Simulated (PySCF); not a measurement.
Another site gives an ion 53460.31 eV lower (`O=[CH][GeH3]`) at the level PBE-D3(BJ)/def2-TZVP // TPSSh-D3(BJ)/def2-TZVP (PySCF).

Excitations are Tamm–Dancoff values on a coarser integration grid. The basis has no diffuse functions, so Rydberg states are missing or too high.

Cartesian coordinates (Å):
SMILES: C(C=O)=O
```xyz
6

O      1.2657    -1.1647     0.1828
C      0.7534    -0.0787     0.0777
C     -0.7534     0.0787    -0.0777
O     -1.2657     1.1647    -0.1828
H      1.3244     0.8699     0.0856
H     -1.3244    -0.8699    -0.0856
```
Charge 0, multiplicity 1.

Q: What is the computed LUMO, total energy, HOMO–LUMO gap, T1 excitation (TDA) and dipole moment (TPSSh-D3(BJ)/def2-TZVP (PySCF))?

A: 
```yaml
LUMO: -3.70 eV
total_energy: -227.9219 Ha
HOMO–LUMO gap: 3.31 eV
T1 excitation (TDA): 1.92 eV
dipole_moment: 0.00 D
```
